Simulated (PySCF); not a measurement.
System: ethanol, C2H6O (charge 0, singlet). SMILES: CCO
Geometry from a B3LYP-D3(BJ)/def2-TZVP (Ansatz) optimisation:
```xyz
9

C      1.1718    -0.4079     0.0081
C      0.0038     0.5538    -0.0092
O     -1.1993    -0.2136     0.0022
H     -1.9515     0.3866    -0.0087
H      0.0464     1.2144     0.8659
H      0.0484     1.1848    -0.9058
H      2.1164     0.1393     0.0001
H      1.1395    -1.0312     0.9029
H      1.1415    -1.0607    -0.8654
```
Charge 0, spin multiplicity 1.

Dispersion corrections to the total energy (kcal/mol) from the dftd3 and dftd4 libraries through PySCF: D3(BJ) without and D4 with the three-body term, each with the damping fitted for the functional named.

```
functional      D3(BJ)          D4
----------  ----------  ----------
r2SCAN           -0.69       -0.56
LC-wPBE     (withheld)       -2.52
CAM-B3LYP   (withheld)       -1.84
TPSSh            -2.89  (withheld)
BP86             -3.74       -2.87
PBE0             -2.17       -1.88
HF              -23.80       -9.78
```

Question: What belongs in the gaps?

Answer: 
- LC-wPBE, D3(BJ): -2.24
- CAM-B3LYP, D3(BJ): -1.78
- TPSSh, D4: -2.83
